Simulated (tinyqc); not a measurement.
Worked calculation (part 1 of 2): UHF in the sto-3g basis, for CH2, spin multiplicity 1. Computed by tinyqc, a small Python program that keeps every step (integrals from PySCF). Settings: charge = 0, multiplicity = 1, basis = sto-3g, energy threshold = 1e-10, iteration cap = 66, orthogonalisation = symmetric, start = Wolfsberg-Helmholz matrix, DIIS depth = 4, method = UHF, break = 0.4. Command: `OMP_NUM_THREADS=1 python tinyqc.py 26816 26817 out.jsonl` (the two numbers bound the seeds that draw the settings). One thread of a shared host (Intel(R) Xeon(R) Processor @ 2.60GHz), about 0.2 s of CPU time with the checks. Later iterations appear only in the table of the cycle.

## One-electron integrals

Geometry (angstrom):
```
atom,x,y,z
C,0.000000,0.000000,0.000000
H,0.000000,1.049000,0.660000
H,0.000000,-1.102000,0.693000
```

Basis sto-3g: exponents (1/bohr^2) and contraction coefficients of normalised primitives:
```
element,l (shell),exponent,coefficient
C,s (1),71.616837,0.154329
C,s (1),13.045096,0.535328
C,s (1),3.530512,0.444635
C,s (2),2.941249,-0.099967
C,s (2),0.683483,0.399513
C,s (2),0.222290,0.700115
C,p (3),2.941249,0.155916
C,p (3),0.683483,0.607684
C,p (3),0.222290,0.391957
H,s (1),3.425251,0.154329
H,s (1),0.623914,0.535328
H,s (1),0.168855,0.444635
```

Overlap, kinetic and nuclear-attraction integrals over the contracted functions; the nuclear repulsion is the sum of Za Zb / Rab.

nuclear repulsion = 5.24685396 hartree

overlap S, lower triangle:
```
,1C 1s,1C 2s,1C 2px,1C 2py,1C 2pz,2H 1s,3H 1s
1C 1s,1.000000
1C 2s,0.248362,1.000000
1C 2px,0.000000,0.000000,1.000000
1C 2py,0.000000,0.000000,0.000000,1.000000
1C 2pz,0.000000,0.000000,0.000000,0.000000,1.000000
2H 1s,0.044026,0.408480,0.000000,0.349008,0.219586,1.000000
3H 1s,0.038166,0.376527,0.000000,-0.328627,0.206659,0.092529,1.000000
```

kinetic energy T (hartree), lower triangle:
```
,1C 1s,1C 2s,1C 2px,1C 2py,1C 2pz,2H 1s,3H 1s
1C 1s,15.891122
1C 2s,-0.085890,0.472250
1C 2px,0.000000,0.000000,1.477728
1C 2py,0.000000,0.000000,0.000000,1.477728
1C 2pz,0.000000,0.000000,0.000000,0.000000,1.477728
2H 1s,-0.012058,0.064568,0.000000,0.150943,0.094969,0.760032
3H 1s,-0.011253,0.050480,0.000000,-0.126658,0.079650,-0.011276,0.760032
```

nuclear attraction V (hartree), lower triangle:
```
,1C 1s,1C 2s,1C 2px,1C 2py,1C 2pz,2H 1s,3H 1s
1C 1s,-34.486219
1C 2s,-4.399233,-6.013004
1C 2px,0.000000,0.000000,-5.909114
1C 2py,-0.001037,-0.009408,0.000000,-6.041830
1C 2pz,-0.013297,-0.145234,0.000000,-0.004639,-5.961626
2H 1s,-0.791364,-2.016659,0.000000,-1.585109,-1.026151,-4.003907
3H 1s,-0.685304,-1.822612,0.000000,1.455155,-0.942627,-0.405471,-3.888978
```

core Hamiltonian H = T + V (hartree), lower triangle:
```
,1C 1s,1C 2s,1C 2px,1C 2py,1C 2pz,2H 1s,3H 1s
1C 1s,-18.595097
1C 2s,-4.485123,-5.540754
1C 2px,0.000000,0.000000,-4.431386
1C 2py,-0.001037,-0.009408,0.000000,-4.564102
1C 2pz,-0.013297,-0.145234,0.000000,-0.004639,-4.483897
2H 1s,-0.803422,-1.952091,0.000000,-1.434166,-0.931181,-3.243876
3H 1s,-0.696557,-1.772132,0.000000,1.328497,-0.862978,-0.416747,-3.128946
```

## Two-electron integrals

Functions are numbered as in S; the eight-fold symmetry (ij|kl) = (ji|kl) = (kl|ij) leaves the list below.

Two-electron integrals (ij|kl) in chemists' order, unique and non-zero (hartree):
```
i,j,k,l,(ij|kl)
1,1,1,1,3.541948
2,1,1,1,0.576921
2,1,2,1,0.111888
2,2,1,1,0.854682
2,2,2,1,0.205284
2,2,2,2,0.624709
3,1,3,1,0.020296
3,2,3,1,0.030858
3,2,3,2,0.137996
3,3,1,1,0.852436
3,3,2,1,0.205335
3,3,2,2,0.624568
3,3,3,3,0.672833
4,1,4,1,0.020296
4,2,4,1,0.030858
4,2,4,2,0.137996
4,3,4,3,0.036269
4,4,1,1,0.852436
4,4,2,1,0.205335
4,4,2,2,0.624568
4,4,3,3,0.600295
4,4,4,4,0.672833
5,1,5,1,0.020296
5,2,5,1,0.030858
5,2,5,2,0.137996
5,3,5,3,0.036269
5,4,5,4,0.036269
5,5,1,1,0.852436
5,5,2,1,0.205335
5,5,2,2,0.624568
5,5,3,3,0.600295
5,5,4,4,0.600295
5,5,5,5,0.672833
6,1,1,1,0.102708
6,1,2,1,0.019811
6,1,2,2,0.036322
6,1,3,3,0.036199
6,1,4,1,0.001009
6,1,4,2,0.001892
6,1,4,4,0.036472
6,1,5,1,0.000635
6,1,5,2,0.001190
6,1,5,4,0.000172
6,1,5,5,0.036307
6,1,6,1,0.003585
6,2,1,1,0.262012
6,2,2,1,0.063850
6,2,2,2,0.215769
6,2,3,3,0.210453
6,2,4,1,0.005134
6,2,4,2,0.036388
6,2,4,4,0.221728
6,2,5,1,0.003230
6,2,5,2,0.022894
6,2,5,4,0.007094
6,2,5,5,0.214917
6,2,6,1,0.011805
6,2,6,2,0.100275
6,3,3,1,0.006290
6,3,3,2,0.033792
6,3,4,3,0.006986
6,3,5,3,0.004395
6,3,6,3,0.011860
6,4,1,1,0.194214
6,4,2,1,0.047918
6,4,2,2,0.171698
6,4,3,3,0.163110
6,4,4,1,0.009624
6,4,4,2,0.060473
6,4,4,4,0.185395
6,4,5,1,0.002098
6,4,5,2,0.016787
6,4,5,4,0.009625
6,4,5,5,0.166401
6,4,6,1,0.009246
6,4,6,2,0.094679
6,4,6,4,0.099630
6,5,1,1,0.122194
6,5,2,1,0.030149
6,5,2,2,0.108028
6,5,3,3,0.102624
6,5,4,1,0.002098
6,5,4,2,0.016787
6,5,4,4,0.107854
6,5,5,1,0.007610
6,5,5,2,0.044354
6,5,5,4,0.010277
6,5,5,5,0.113485
6,5,6,1,0.005817
6,5,6,2,0.059569
6,5,6,4,0.055222
6,5,6,5,0.046604
6,6,1,1,0.421532
6,6,2,1,0.104450
6,6,2,2,0.402527
6,6,3,3,0.381527
6,6,4,1,0.010123
6,6,4,2,0.097701
6,6,4,4,0.426281
6,6,5,1,0.006369
6,6,5,2,0.061471
6,6,5,4,0.028158
6,6,5,5,0.399243
6,6,6,1,0.019548
6,6,6,2,0.241660
6,6,6,4,0.251403
6,6,6,5,0.158175
6,6,6,6,0.774606
7,1,1,1,0.088970
7,1,2,1,0.017164
7,1,2,2,0.031483
7,1,3,3,0.031378
7,1,4,1,-0.000862
7,1,4,2,-0.001623
7,1,4,4,0.031610
7,1,5,1,0.000542
7,1,5,2,0.001020
7,1,5,4,-0.000146
7,1,5,5,0.031470
7,1,6,1,0.003012
7,1,6,2,0.009622
7,1,6,4,0.006908
7,1,6,5,0.004749
7,1,6,6,0.015683
7,1,7,1,0.002689
7,2,1,1,0.236326
7,2,2,1,0.057634
7,2,2,2,0.195957
7,2,3,3,0.191061
7,2,4,1,-0.004619
7,2,4,2,-0.033365
7,2,4,4,0.201448
7,2,5,1,0.002905
7,2,5,2,0.020982
7,2,5,4,-0.006532
7,2,5,5,0.195169
7,2,6,1,0.010019
7,2,6,2,0.063989
7,2,6,4,0.043770
7,2,6,5,0.037077
7,2,6,6,0.119285
7,2,7,1,0.009233
7,2,7,2,0.084279
7,3,3,1,0.005557
7,3,3,2,0.030219
7,3,4,3,-0.006326
7,3,5,3,0.003978
7,3,6,3,0.006934
7,3,7,3,0.009707
7,4,1,1,-0.178388
7,4,2,1,-0.044034
7,4,2,2,-0.158749
7,4,3,3,-0.150869
7,4,4,1,0.008590
7,4,4,2,0.054978
7,4,4,4,-0.171267
7,4,5,1,-0.001908
7,4,5,2,-0.015570
7,4,5,4,0.008850
7,4,5,5,-0.153932
7,4,6,1,-0.007333
7,4,6,2,-0.044908
7,4,6,4,-0.024808
7,4,6,5,-0.025538
7,4,6,6,-0.079062
7,4,7,1,-0.007344
7,4,7,2,-0.080949
7,4,7,4,0.086044
7,5,1,1,0.112181
7,5,2,1,0.027691
7,5,2,2,0.099830
7,5,3,3,0.094875
7,5,4,1,-0.001908
7,5,4,2,-0.015570
7,5,4,4,0.099747
7,5,5,1,0.006756
7,5,5,2,0.040010
7,5,5,4,-0.009389
7,5,5,5,0.104757
7,5,6,1,0.005026
7,5,6,2,0.037538
7,5,6,4,0.025264
7,5,6,5,0.028240
7,5,6,6,0.073970
7,5,7,1,0.004619
7,5,7,2,0.050905
7,5,7,4,-0.048005
7,5,7,5,0.039895
7,6,1,1,0.051206
7,6,2,1,0.012541
7,6,2,2,0.044342
7,6,3,3,0.043102
7,6,4,1,-0.000014
7,6,4,2,-0.000172
7,6,4,4,0.044411
7,6,5,1,0.001040
7,6,5,2,0.008067
7,6,5,4,-0.000043
7,6,5,5,0.045466
7,6,6,1,0.002265
7,6,6,2,0.018450
7,6,6,4,0.015119
7,6,6,5,0.012070
7,6,6,6,0.041675
7,6,7,1,0.001964
7,6,7,2,0.017092
7,6,7,4,-0.014392
7,6,7,5,0.011330
7,6,7,6,0.004313
7,7,1,1,0.402468
7,7,2,1,0.099776
7,7,2,2,0.387443
7,7,3,3,0.367630
7,7,4,1,-0.009337
7,7,4,2,-0.092612
7,7,4,4,0.409843
7,7,5,1,0.005871
7,7,5,2,0.058240
7,7,5,4,-0.026546
7,7,5,5,0.384323
7,7,6,1,0.017293
7,7,6,2,0.126748
7,7,6,4,0.082109
7,7,6,5,0.077470
7,7,6,6,0.245517
7,7,7,1,0.016150
7,7,7,2,0.218734
7,7,7,4,-0.231121
7,7,7,5,0.145342
7,7,7,6,0.041675
7,7,7,7,0.774606
```

## Orthogonalisation

S = U s U^T; symmetric (Loewdin) form X = U s^(-1/2) U^T, so that X^T S X = 1.

eigenvalues of S: 0.383155  0.476244  0.874306  1.000000  1.099433  1.433920  1.732942

X, lower triangle:
```
,1C 1s,1C 2s,1C 2px,1C 2py,1C 2pz,2H 1s,3H 1s
1C 1s,1.026463
1C 2s,-0.146681,1.182291
1C 2px,0.000000,0.000000,1.000000
1C 2py,-0.000997,0.012593,0.000000,1.115479
1C 2pz,-0.009199,0.083591,0.000000,0.005956,1.044217
2H 1s,0.023732,-0.265394,0.000000,-0.229286,-0.139632,1.171634
3H 1s,0.022248,-0.234418,0.000000,0.208001,-0.125887,-0.018427,1.142410
```

## Starting guess

The start is the generalised Wolfsberg-Helmholz matrix (K = 1.75) built on H, with HOMO and LUMO mixed by +/-0.4 rad for the two spins; D(s) = C_occ C_occ^T for each spin.

D(alpha) at the start, lower triangle:
```
,1C 1s,1C 2s,1C 2px,1C 2py,1C 2pz,2H 1s,3H 1s
1C 1s,1.029878
1C 2s,-0.120516,0.543938
1C 2px,0.046560,-0.156390,0.151647
1C 2py,0.004482,-0.017131,0.002162,0.606004
1C 2pz,0.043435,-0.152409,0.325291,-0.007615,0.785855
2H 1s,-0.081769,0.197892,-0.008942,0.198527,0.070278,0.165548
3H 1s,-0.076410,0.189257,-0.009606,-0.203772,0.067709,0.023785,0.150079
```

D(beta) at the start, lower triangle:
```
,1C 1s,1C 2s,1C 2px,1C 2py,1C 2pz,2H 1s,3H 1s
1C 1s,1.029878
1C 2s,-0.120516,0.543938
1C 2px,-0.046560,0.156390,0.151647
1C 2py,0.004482,-0.017131,-0.002162,0.606004
1C 2pz,0.043435,-0.152409,-0.325291,-0.007615,0.785855
2H 1s,-0.081769,0.197892,0.008942,0.198527,0.070278,0.165548
3H 1s,-0.076410,0.189257,0.009606,-0.203772,0.067709,0.023785,0.150079
```

## Iteration 1: building the Fock matrix

J_ij = sum D_kl (ij|kl) with D = D(alpha) + D(beta), K_ij = sum D_kl (ik|jl) for each spin; F = H + J - K(s); E = tr D H + tr D J / 2 - 0.5 sum_s tr D(s) K(s) + E_nn.

Coulomb J (hartree), lower triangle:
```
,1C 1s,1C 2s,1C 2px,1C 2py,1C 2pz,2H 1s,3H 1s
1C 1s,11.533830
1C 2s,2.229665,5.143705
1C 2px,0.000000,0.000000,5.049007
1C 2py,0.000011,0.002766,0.000000,5.196276
1C 2pz,0.000257,0.042465,0.000000,0.001681,5.169535
2H 1s,0.396064,1.777496,0.000000,1.419260,0.901801,3.405042
3H 1s,0.343178,1.611215,0.000000,-1.308020,0.831060,0.364417,3.274972
```

exchange K(alpha) (hartree), lower triangle:
```
,1C 1s,1C 2s,1C 2px,1C 2py,1C 2pz,2H 1s,3H 1s
1C 1s,3.586906
1C 2s,0.638288,0.825270
1C 2px,0.002962,-0.112570,0.274233
1C 2py,0.000214,-0.000354,0.001365,0.746314
1C 2pz,0.003320,0.000408,0.205162,0.000335,0.728266
2H 1s,0.115434,0.375624,-0.005037,0.303402,0.177698,0.480009
3H 1s,0.100116,0.345913,-0.005142,-0.286684,0.165472,0.089026,0.435147
```

exchange K(beta) (hartree), lower triangle:
```
,1C 1s,1C 2s,1C 2px,1C 2py,1C 2pz,2H 1s,3H 1s
1C 1s,3.586906
1C 2s,0.638288,0.825270
1C 2px,-0.002962,0.112570,0.274233
1C 2py,0.000214,-0.000354,-0.001365,0.746314
1C 2pz,0.003320,0.000408,-0.205162,0.000335,0.728266
2H 1s,0.115434,0.375624,0.005037,0.303402,0.177698,0.480009
3H 1s,0.100116,0.345913,0.005142,-0.286684,0.165472,0.089026,0.435147
```

F(alpha) (hartree), lower triangle:
```
,1C 1s,1C 2s,1C 2px,1C 2py,1C 2pz,2H 1s,3H 1s
1C 1s,-10.648174
1C 2s,-2.893747,-1.222320
1C 2px,-0.002962,0.112570,0.343388
1C 2py,-0.001239,-0.006289,-0.001365,-0.114140
1C 2pz,-0.016360,-0.103177,-0.205162,-0.003293,-0.042629
2H 1s,-0.522793,-0.550219,0.005037,-0.318307,-0.207079,-0.318842
3H 1s,-0.453494,-0.506830,0.005142,0.307161,-0.197390,-0.141356,-0.289122
```

F(beta) (hartree), lower triangle:
```
,1C 1s,1C 2s,1C 2px,1C 2py,1C 2pz,2H 1s,3H 1s
1C 1s,-10.648174
1C 2s,-2.893747,-1.222320
1C 2px,0.002962,-0.112570,0.343388
1C 2py,-0.001239,-0.006289,0.001365,-0.114140
1C 2pz,-0.016360,-0.103177,0.205162,-0.003293,-0.042629
2H 1s,-0.522793,-0.550219,-0.005037,-0.318307,-0.207079,-0.318842
3H 1s,-0.453494,-0.506830,-0.005142,0.307161,-0.197390,-0.141356,-0.289122
```

total energy of this density = -38.13353374 hartree

## Iteration 1: diagonalisation and new density

Diagonalise F' = X^T F X, C = X C', fill 4 alpha and 4 beta electrons from the bottom; D(s) = C_occ C_occ^T. Each column has its largest component positive (the first on a tie).

F' = X^T F X (alpha) (hartree), lower triangle:
```
,1,2,3,4,5,6,7
1,-10.413438
2,-1.567228,-0.438867
3,-0.017429,0.113816,0.343388
4,-0.002636,0.013695,-0.001410,0.147728
5,-0.034332,0.050097,-0.206155,0.007183,0.048478
6,-0.037991,-0.384402,0.004822,-0.381964,-0.217147,0.046247
7,-0.021088,-0.347140,0.004871,0.359145,-0.199792,-0.051900,0.023731
```

orbital energies (alpha) (hartree): MO1 -10.655344, MO2 -0.656022, MO3 -0.407343, MO4 -0.162658, MO5 0.433276, MO6 0.551196, MO7 0.654161

coefficients C (alpha):
```
,MO1,MO2,MO3,MO4,MO5,MO6,MO7
1C 1s,0.992462,-0.204622,0.005393,0.114481,-0.121032,0.135361,-0.057692
1C 2s,0.031134,0.637454,-0.026297,-0.479943,0.554950,-0.710987,0.316281
1C 2px,0.000036,-0.044224,0.004390,0.410904,0.850139,0.321391,-0.056166
1C 2py,0.000472,0.011360,0.540606,0.000006,-0.058308,0.318143,0.971250
1C 2pz,0.004379,0.153369,-0.002946,0.756552,-0.081954,-0.687323,0.240399
2H 1s,-0.006852,0.340585,0.440581,0.158848,-0.287135,0.430285,-0.955589
3H 1s,-0.006188,0.310956,-0.467779,0.164444,-0.361487,0.870945,0.433807
```

F' = X^T F X (beta) (hartree), lower triangle:
```
,1,2,3,4,5,6,7
1,-10.413438
2,-1.567228,-0.438867
3,0.017429,-0.113816,0.343388
4,-0.002636,0.013695,0.001410,0.147728
5,-0.034332,0.050097,0.206155,0.007183,0.048478
6,-0.037991,-0.384402,-0.004822,-0.381964,-0.217147,0.046247
7,-0.021088,-0.347140,-0.004871,0.359145,-0.199792,-0.051900,0.023731
```

orbital energies (beta) (hartree): MO1 -10.655344, MO2 -0.656022, MO3 -0.407343, MO4 -0.162658, MO5 0.433276, MO6 0.551196, MO7 0.654161

coefficients C (beta):
```
,MO1,MO2,MO3,MO4,MO5,MO6,MO7
1C 1s,0.992462,-0.204622,0.005393,0.114481,0.121032,0.135361,-0.057692
1C 2s,0.031134,0.637454,-0.026297,-0.479943,-0.554950,-0.710987,0.316281
1C 2px,-0.000036,0.044224,-0.004390,-0.410904,0.850139,-0.321391,0.056166
1C 2py,0.000472,0.011360,0.540606,0.000006,0.058308,0.318143,0.971250
1C 2pz,0.004379,0.153369,-0.002946,0.756552,0.081954,-0.687323,0.240399
2H 1s,-0.006852,0.340585,0.440581,0.158848,0.287135,0.430285,-0.955589
3H 1s,-0.006188,0.310956,-0.467779,0.164444,0.361487,0.870945,0.433807
```

D(alpha) after iteration 1, lower triangle:
```
,1C 1s,1C 2s,1C 2px,1C 2py,1C 2pz,2H 1s,3H 1s
1C 1s,1.039986
1C 2s,-0.154624,0.638354
1C 2px,0.056150,-0.225516,0.170817
1C 2py,0.001060,-0.006963,0.001873,0.292384
1C 2pz,0.059558,-0.265123,0.304075,0.000156,0.595920
2H 1s,-0.055930,0.129070,0.052143,0.242047,0.171084,0.335389
3H 1s,-0.053466,0.131405,0.051765,-0.249354,0.173452,-0.074024,0.342591
```

D(beta) after iteration 1, lower triangle:
```
,1C 1s,1C 2s,1C 2px,1C 2py,1C 2pz,2H 1s,3H 1s
1C 1s,1.039986
1C 2s,-0.154624,0.638354
1C 2px,-0.056150,0.225516,0.170817
1C 2py,0.001060,-0.006963,-0.001873,0.292384
1C 2pz,0.059558,-0.265123,-0.304075,0.000156,0.595920
2H 1s,-0.055930,0.129070,-0.052143,0.242047,0.171084,0.335389
3H 1s,-0.053466,0.131405,-0.051765,-0.249354,0.173452,-0.074024,0.342591
```

## Iteration 2: building the Fock matrix

As before.

Coulomb J (hartree), lower triangle:
```
,1C 1s,1C 2s,1C 2px,1C 2py,1C 2pz,2H 1s,3H 1s
1C 1s,11.195435
1C 2s,2.147843,4.960955
1C 2px,0.000000,0.000000,4.873564
1C 2py,0.000667,0.003991,0.000000,5.009807
1C 2pz,-0.003136,0.052015,0.000000,0.001966,4.982808
2H 1s,0.381497,1.741623,0.000000,1.402334,0.895098,3.452241
3H 1s,0.330478,1.582869,0.000000,-1.297349,0.828073,0.359871,3.355588
```

exchange K(alpha) (hartree), lower triangle:
```
,1C 1s,1C 2s,1C 2px,1C 2py,1C 2pz,2H 1s,3H 1s
1C 1s,3.589710
1C 2s,0.619948,0.794109
1C 2px,-0.000134,-0.134518,0.277869
1C 2py,0.000157,0.004911,0.001925,0.600344
1C 2pz,0.002295,-0.030499,0.204260,0.005660,0.647747
2H 1s,0.113926,0.370867,0.003268,0.311193,0.193652,0.583218
3H 1s,0.099007,0.343682,0.004078,-0.297288,0.184237,0.074677,0.562178
```

exchange K(beta) (hartree), lower triangle:
```
,1C 1s,1C 2s,1C 2px,1C 2py,1C 2pz,2H 1s,3H 1s
1C 1s,3.589710
1C 2s,0.619948,0.794109
1C 2px,0.000134,0.134518,0.277869
1C 2py,0.000157,0.004911,-0.001925,0.600344
1C 2pz,0.002295,-0.030499,-0.204260,0.005660,0.647747
2H 1s,0.113926,0.370867,-0.003268,0.311193,0.193652,0.583218
3H 1s,0.099007,0.343682,-0.004078,-0.297288,0.184237,0.074677,0.562178
```

F(alpha) (hartree), lower triangle:
```
,1C 1s,1C 2s,1C 2px,1C 2py,1C 2pz,2H 1s,3H 1s
1C 1s,-10.989373
1C 2s,-2.957229,-1.373909
1C 2px,0.000134,0.134518,0.164309
1C 2py,-0.000527,-0.010329,-0.001925,-0.154639
1C 2pz,-0.018728,-0.062720,-0.204260,-0.008333,-0.148837
2H 1s,-0.535851,-0.581334,-0.003268,-0.343024,-0.229735,-0.374853
3H 1s,-0.465086,-0.532946,-0.004078,0.328436,-0.219142,-0.131554,-0.335536
```

F(beta) (hartree), lower triangle:
```
,1C 1s,1C 2s,1C 2px,1C 2py,1C 2pz,2H 1s,3H 1s
1C 1s,-10.989373
1C 2s,-2.957229,-1.373909
1C 2px,-0.000134,-0.134518,0.164309
1C 2py,-0.000527,-0.010329,0.001925,-0.154639
1C 2pz,-0.018728,-0.062720,0.204260,-0.008333,-0.148837
2H 1s,-0.535851,-0.581334,0.003268,-0.343024,-0.229735,-0.374853
3H 1s,-0.465086,-0.532946,0.004078,0.328436,-0.219142,-0.131554,-0.335536
```

total energy of this density = -38.34573631 hartree

## Iteration 2: DIIS over 2 matrices

error matrix X^T (FDS - SDF) X (alpha):
```
,1,2,3,4,5,6,7
1,0.000000,-0.012401,-0.009873,-0.000716,-0.010020,0.015593,0.014395
2,0.012401,0.000000,0.005723,0.001223,0.032959,-0.033828,-0.032002
3,0.009873,-0.005723,0.000000,0.000213,-0.024204,0.005554,0.005027
4,0.000716,-0.001223,-0.000213,0.000000,-0.000535,0.009703,-0.011103
5,0.010020,-0.032959,0.024204,0.000535,0.000000,0.006458,0.007515
6,-0.015593,0.033828,-0.005554,-0.009703,-0.006458,0.000000,0.000865
7,-0.014395,0.032002,-0.005027,0.011103,-0.007515,-0.000865,0.000000
```

B (overlaps of the stored error matrices):
```
,1,2
1,4.3465254e-01,4.4876361e-02
2,4.4876361e-02,2.0200763e-02
```

Minimise |sum c_i e_i|^2 with sum c_i = 1: solve [B -1; -1 0][c; lambda] = [0; -1] with B_ij = tr e_i^T e_j summed over both spins, and take F = sum c_i F_i.

DIIS coefficients: -0.067586  1.067586

extrapolated F(alpha) (hartree), lower triangle:
```
,1C 1s,1C 2s,1C 2px,1C 2py,1C 2pz,2H 1s,3H 1s
1C 1s,-11.012433
1C 2s,-2.961519,-1.384154
1C 2px,0.000343,0.136001,0.152206
1C 2py,-0.000478,-0.010602,-0.001963,-0.157376
1C 2pz,-0.018888,-0.059986,-0.204199,-0.008674,-0.156015
2H 1s,-0.536733,-0.583437,-0.003829,-0.344695,-0.231266,-0.378639
3H 1s,-0.465870,-0.534711,-0.004701,0.329874,-0.220612,-0.130891,-0.338673
```

extrapolated F(beta) (hartree), lower triangle:
```
,1C 1s,1C 2s,1C 2px,1C 2py,1C 2pz,2H 1s,3H 1s
1C 1s,-11.012433
1C 2s,-2.961519,-1.384154
1C 2px,-0.000343,-0.136001,0.152206
1C 2py,-0.000478,-0.010602,0.001963,-0.157376
1C 2pz,-0.018888,-0.059986,0.204199,-0.008674,-0.156015
2H 1s,-0.536733,-0.583437,0.003829,-0.344695,-0.231266,-0.378639
3H 1s,-0.465870,-0.534711,0.004701,0.329874,-0.220612,-0.130891,-0.338673
```
